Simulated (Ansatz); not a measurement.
Molecule: C₂H₃O, net charge 0, doublet state. It need not be the lowest isomer of its formula. SMILES: C[C]=O
Geometry: optimised at B3LYP-D3(BJ)/def2-TZVP (Ansatz, a program for electronic structure).

Property: vertical ionisation energy (to the singlet state of charge +1; each state is the SCF solution reached for its spin; for the singlet the Hartree-Fock reference is unstable and T1 is 0.020), in eV. Correlated levels leave the core frozen unless marked. UHF or UKS for open shells. No spin-orbit coupling. Non-relativistic. CBS marks a two-point X^-3 extrapolation of the correlation energy; Hartree-Fock from the larger set. The bracket is a focal-point correction in the basis named.

```json
[
 {"level": "HF/aug-cc-pVDZ", "program": "Ansatz", "vertical ionisation energy (eV)": "8.43"},
 {"level": "RI-HF/aug-cc-pVTZ", "program": "Ansatz", "vertical ionisation energy (eV)": "8.44"},
 {"level": "RI-HF/aug-cc-pVQZ", "program": "Ansatz", "vertical ionisation energy (eV)": "8.45"},
 {"level": "SVWN5/def2-TZVPD", "program": "Ansatz", "vertical ionisation energy (eV)": "8.43"},
 {"level": "PBE/def2-TZVPD", "program": "Ansatz", "vertical ionisation energy (eV)": "8.36"},
 {"level": "r2SCAN/def2-TZVPD", "program": "Ansatz", "vertical ionisation energy (eV)": "8.54"},
 {"level": "B3LYP/def2-TZVPD", "program": "Ansatz", "vertical ionisation energy (eV)": "8.62"}
]
```

### Question
What does RI-MP2/CBS(aug-cc-pVTZ,aug-cc-pVQZ)+[CCSD(T)-MP2]/aug-cc-pVDZ (Ansatz) give?

### Answer
8.30 eV, so B3LYP/def2-TZVPD differs from it by 0.32 eV.
